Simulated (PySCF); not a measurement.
Give a PBE0-D3(BJ)/def2-SVP geometry of InChI=1S/BFH5P/c2-1-3/h1H2,3H3.

```
atom  x, y, z in Å
F1     1.8024    0.1372   -1.0964
B2     1.1759   -0.0611    0.1086
P3    -0.8655    0.0573   -0.1376
H4     1.2102   -1.2001    0.5647
H5     1.2861    0.8363    0.9381
H6    -1.5018    1.2549   -0.5557
H7    -1.5750   -0.8687   -0.9455
H8    -1.5226   -0.1467    1.0989
```

Any rigid rotation of these coordinates is as good. Atoms count from 1 in this order. B2 (four-coordinate boron) is distorted tetrahedral (angles from 97.2° to 116.6°). P3 (phosphorus bonded to B and 3 H) is distorted tetrahedral (angles from 99.1° to 121.9°).

Bonds between heavy atoms (Å): F1–B2 1.373, B2–P3 2.060.

Method used: PySCF, PBE0-D3(BJ)/def2-SVP geometry optimisation, gas phase.

Point group: Cs (every atom within 0.08 Å of its image). PBE0-D3(BJ)/def2-SVP frequencies: not computed here.
